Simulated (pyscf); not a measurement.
Elementary routes open to `[NH]=[Si][NH2]` [doublet] + `[H][H]` in the gas phase (doublet surface):
A. `[NH]=[SiH][NH2]` + `[H]` [doublet] (H–H broken; H–Si formed)
B. `[NH2][Si][NH2]` [singlet] + `[H]` [doublet] (H–H broken; H–N formed)

Single points on ωB97X-D3(BJ)/def2-SVP structures (PySCF, gas phase).

### Question
Rank the routes by free-energy barrier at 600 K, lowest first, for ωB97M-D3(BJ)/def2-TZVP energies (ideal gas, 1 atm, RRHO with modes under 100 cm⁻¹ raised to 100, one conformer, R ln 2 for chiral ones without a mode under 150 cm⁻¹).

### Answer
B (27.0 kcal/mol), A (38.3 kcal/mol)

Route B is the fastest of these, ahead of the next by 11.3 kcal/mol. The most stable products are those of B (ΔG = +4.2 kcal/mol), so kinetics and thermodynamics agree. At 1200 K B is still the fastest. Only these routes are compared; each barrier is that of the saddle found, and lower ones may exist.
